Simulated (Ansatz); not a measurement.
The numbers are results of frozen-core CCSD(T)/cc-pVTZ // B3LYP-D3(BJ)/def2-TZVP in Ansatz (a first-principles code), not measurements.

Ansatz 0.2 input:
```yaml
crystal:
  periodic: [false, false, false]
  atoms:
    - { symbol: Si, position_ang: [-0.001914, 0.000486, 0.341218] }
    - { symbol: H, position_ang: [-0.671756, 1.240614, -0.119289] }
    - { symbol: H, position_ang: [1.411371, -0.038221, -0.105764] }
    - { symbol: H, position_ang: [-0.7377, -1.202879, -0.116165] }
basis:
  gaussian: { orbitals: cc-pVTZ }
correlation:
  method: ccsd_t
magnetization:
  spin_polarized: true
  initial_magnetization: 1
```

Output:

```
Functional definition: HF
429 factors; integrals over basis functions are off by at most 8.0e-4 eV
mean field evaluation 1: about -7907.9931 eV, gradient 7.2e0 eV
mean field evaluation 2: about -7907.9964 eV, gradient 7.2e0 eV
mean field evaluation 4: about -7908.7185 eV, gradient 6.2e-1 eV
mean field evaluation 8: about -7908.7269 eV, gradient 1.8e-3 eV
mean field evaluation 16: about -7908.7269 eV, gradient 5.8e-6 eV
mean field -7908.72692479 eV, -290.6403537585 hartree, gradient 5.8e-6 eV, S^2 0.754961; 0 other end points of the search recorded, 0 dependent functions left out
5 core orbitals not correlated
reference -7908.72692479 eV, -290.6403537585 hartree; 4, 3 occupied and 67, 68 virtual orbitals, 429 factors
second order -3.17005017 eV of doubles, -0.00000000 eV of singles
cycle   1  -3.67799859 eV  change   -5.1e-1 eV  update   5.4e-2
cycle   2  -3.87512261 eV  change   -2.0e-1 eV  update   2.1e-2
cycle   3  -3.88264018 eV  change   -7.5e-3 eV  update   5.8e-3
cycle   4  -3.88207453 eV  change    5.7e-4 eV  update   1.9e-3
cycle   5  -3.88167808 eV  change    4.0e-4 eV  update   7.5e-4
cycle   6  -3.88176072 eV  change   -8.3e-5 eV  update   2.5e-4
cycle   7  -3.88184608 eV  change   -8.5e-5 eV  update   7.5e-5
cycle   8  -3.88184658 eV  change   -5.0e-7 eV  update   2.2e-5
cycle   9  -3.88184020 eV  change    6.4e-6 eV  update   6.8e-6
perturbative correction -0.09523125 eV, -0.0034996838 hartree
Total energy: -7912.70399624 eV, -290.7865084383 hartree
```

Cost: around 2.2 core-seconds (rough).
